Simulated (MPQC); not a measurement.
# SiNH5 (SMILES N[SiH3]): levels of theory compared

Wanted: a comparison of 3 runs (HF/STO-3G, HF/def2-SVP, PBE0/def2-SVP) of SiNH5. 

The calculation is run with MPQC 2.3.1.

## (1) Starting point

SiNH5: 7 atoms, total charge 0, spin state singlet. SMILES: `N[SiH3]`. Geometry: relaxed at GFN2-xTB.

Bond lengths: N1–Si2 1.723 Å, N1–H3 1.007 Å, N1–H4 1.007 Å, Si2–H5 1.461 Å, Si2–H6 1.472 Å, Si2–H7 1.461 Å. Angles: N1–Si2–H5 104.9°, N1–Si2–H6 115.2°, N1–Si2–H7 104.9°, Si2–N1–H3 118.9°, Si2–N1–H4 118.7°, H5–Si2–H6 109.3°, H5–Si2–H7 113.3°, H6–Si2–H7 109.2°, H3–N1–H4 109.5°.

## (2) Energy and gradient at HF/STO-3G (run 1)

Input file input.in:

```
% emacs should use -*- KeyVal -*- mode
molecule<Molecule>: (
  symmetry = c1
  unit = angstrom
  { atoms geometry } = {
    N  [ -0.087080    -1.041940    -0.038960 ]
    Si [ 0.122170     0.667770    -0.086960 ]
    H  [ -1.009980    -1.422530    -0.170070 ]
    H  [ 0.396770    -1.568660     0.670580 ]
    H  [ -0.553700     1.095540    -1.309040 ]
    H  [ -0.436660     1.401050     1.061110 ]
    H  [ 1.568470     0.868760    -0.126670 ]
  }
)
basis<GaussianBasisSet>: (
  name = "STO-3G"
  molecule = $:molecule
  basisdir = "."
  puream = yes
)
mpqc: (
  checkpoint = no
  savestate = no
  restart = no
  do_energy = yes
  do_gradient = yes
  optimize = no
  mole<CLHF>: (
    molecule = $:molecule
    basis = $:basis
    total_charge = 0
    memory = 1000000000
    print_evals = yes
    print_npa = yes
    maxiter = 120
    value_accuracy = 1e-08
    guess_wavefunction<CLHF>: (
      molecule = $:molecule
      total_charge = 0
      memory = 1000000000
      value_accuracy = 1e-3
      basis<GaussianBasisSet>: (
        name = "STO-3G"
        molecule = $:molecule
      )
    )
  )
)
```

The basis set STO-3G is read from a file made from the Basis Set Exchange's data (not shown).

Started as:

```console
$ mpqc input.in > input.out
```

The log of the run:

```text
MPQC: Massively Parallel Quantum Chemistry
[...]
  LUMO is    14   A =   0.515306
  total scf energy = -342.2490903351
[...]
Value of the MolecularEnergy: -342.2490903351
  Gradient of the MolecularEnergy:
      1   -0.0049764415
      2   -0.0048294229
      3    0.0060799224
      4   -0.0031996326
      5   -0.0143914930
      6    0.0026970437
      7    0.0110459558
      8    0.0040784542
      9   -0.0008491408
     10   -0.0034904810
     11    0.0055727946
     12   -0.0089997593
[...]
      symmetry = c1
[...]
```

Run time: 0.2 s. Hardware: 1 thread of Arm Neoverse V2, shared host.

## (3) Energy and forces at HF/def2-SVP (run 2)

Input file input.in:

```
% H5NSi
molecule<Molecule>: (
  symmetry = c1
  unit = angstrom
  { atoms geometry } = {
    N  [ -0.087080      -1.041940      -0.038960 ]
    Si [ 0.122170       0.667770      -0.086960 ]
    H  [ -1.009980      -1.422530      -0.170070 ]
    H  [ 0.396770      -1.568660       0.670580 ]
    H  [ -0.553700       1.095540      -1.309040 ]
    H  [ -0.436660       1.401050       1.061110 ]
    H  [ 1.568470       0.868760      -0.126670 ]
  }
)
basis<GaussianBasisSet>: (
  name = "def2-SVP"
  molecule = $:molecule
  basisdir = "."
  puream = yes
)
mpqc: (
  checkpoint = no
  savestate = no
  restart = no
  do_energy = yes
  do_gradient = yes
  optimize = no
  mole<CLHF>: (
    molecule = $:molecule
    basis = $:basis
    total_charge = 0
    memory = 1000000000
    print_evals = yes
    print_npa = yes
    maxiter = 120
    value_accuracy = 1e-08
    guess_wavefunction<CLHF>: (
      molecule = $:molecule
      total_charge = 0
      memory = 1000000000
      value_accuracy = 1e-3
      basis<GaussianBasisSet>: (
        name = "MINI (Huzinaga)"
        molecule = $:molecule
      )
    )
  )
)
```

The basis set def2-SVP is read from a file made from the Basis Set Exchange's data (not shown).

Started as:

```console
$ mpqc input.in > input.out
```

The log of the run:

```text
MPQC: Massively Parallel Quantum Chemistry
[...]
  LUMO is    14   A =   0.152212
  total scf energy = -346.1725425082
[...]
Value of the MolecularEnergy: -346.1725425082
  Gradient of the MolecularEnergy:
      1    0.0050570835
      2    0.0097261533
      3   -0.0074842020
      4    0.0007326625
      5    0.0124130304
      6    0.0004908055
      7   -0.0039300255
      8   -0.0008397832
      9    0.0001634505
     10    0.0016824808
     11   -0.0014103084
     12    0.0040046280
[...]
      symmetry = c1
[...]
```

It took 4.2 s on 1 thread of Arm Neoverse V2, shared host; peak memory 0.21 GiB.

## (4) Energy and forces at PBE0/def2-SVP (run 3)

Input file mol.in:

```
molecule<Molecule>: (
  symmetry = c1
  unit = angstrom
  { atoms geometry } = {
    N  [ -0.087080 -1.041940 -0.038960 ]
    Si [ 0.122170 0.667770 -0.086960 ]
    H  [ -1.009980 -1.422530 -0.170070 ]
    H  [ 0.396770 -1.568660 0.670580 ]
    H  [ -0.553700 1.095540 -1.309040 ]
    H  [ -0.436660 1.401050 1.061110 ]
    H  [ 1.568470 0.868760 -0.126670 ]
  }
)
basis<GaussianBasisSet>: (
  name = "def2-SVP"
  molecule = $:molecule
  basisdir = "."
  puream = yes
)
mpqc: (
  checkpoint = no
  savestate = no
  restart = no
  do_energy = yes
  do_gradient = yes
  optimize = no
  mole<CLKS>: (
    molecule = $:molecule
    basis = $:basis
    total_charge = 0
    memory = 1000000000
    print_evals = yes
    print_npa = yes
    maxiter = 120
    value_accuracy = 1e-08
    functional<SumDenFunctional>: (
      a0 = 0.25
      coefs = [ 0.75 1 ]
      funcs: [ <PBEXFunctional>: () <PBECFunctional>: () ]
    )
    integrator<RadialAngularIntegrator>: ( grid = xfine )
    guess_wavefunction<CLHF>: (
      molecule = $:molecule
      total_charge = 0
      memory = 1000000000
      value_accuracy = 1e-3
      basis<GaussianBasisSet>: (
        name = "STO-3G"
        molecule = $:molecule
      )
    )
  )
)
```

The basis set def2-SVP is read from a file made from the Basis Set Exchange's data (not shown).

Started as:

```console
$ mpqc mol.in > mol.out
```

The log of the run:

```text
MPQC: Massively Parallel Quantum Chemistry
[...]
  Integrated electron density error = -0.000197873149
  iter     1 energy = -346.7129603692 delta = 1.44828e-01
  Integrated electron density error = -0.000006081826
  iter     2 energy = -346.9043969278 delta = 2.67609e-02
[...]
  Integrated electron density error = -0.000000048443
  iter    10 energy = -346.9311941602 delta = 2.00667e-07
  Integrated electron density error = -0.000000048443
  iter    11 energy = -346.9311941602 delta = 5.84668e-08
  Integrated electron density error = -0.000000048443
  iter    12 energy = -346.9311941602 delta = 1.14754e-08
[...]
  LUMO is    14   A =   0.035202
  total scf energy = -346.9311941602
[...]
  Integrated electron density error = -0.000000051143
  Total Gradient:
[...]
Value of the MolecularEnergy: -346.9311941602
  Gradient of the MolecularEnergy:
      1   -0.0008085602
      2    0.0033569521
      3    0.0013900791
      4    0.0021569040
      5    0.0134959566
      6   -0.0017836566
      7    0.0064483846
      8    0.0026083624
      9    0.0013545162
     10   -0.0036355804
     11    0.0036490274
     12   -0.0041944848
[...]
        symmetry = c1
[...]
```

It took 29 s on 1 thread of Arm Neoverse V2, shared host; peak memory 0.2 GiB.

## (5) All runs side by side

```tsv
run	level	starting guess	integration grid	energy (Eh)	HOMO energy (eV)	LUMO energy (eV)	HOMO–LUMO gap (eV)	wall time
1	HF/STO-3G	STO-3G	–	-342.249090	-8.11	14.02	22.13	0.2 s
2	HF/def2-SVP	MINI (Huzinaga)	–	-346.172543	-10.82	4.14	14.96	4.2 s
3	PBE0/def2-SVP	STO-3G	xfine	-346.931194	-7.13	0.96	8.09	29 s
```

## (6) Summary of results

| quantity | value |
| --- | --- |
| run 3: total energy | -346.93119 Eh |
| run 3: HOMO energy | -7.13 eV |
| run 3: LUMO energy | 0.96 eV |
| run 3: HOMO–LUMO gap | 8.09 eV |
| run 3: largest force on an atom | 0.709 eV/Å |

In words: The HOMO–LUMO gap runs from 8.09 eV (PBE0/def2-SVP) to 22.13 eV (HF/STO-3G). The two ends differ in method and basis. In run 1 the basis is minimal, so the values are rough. All runs together took 34 s, the longest 29 s.
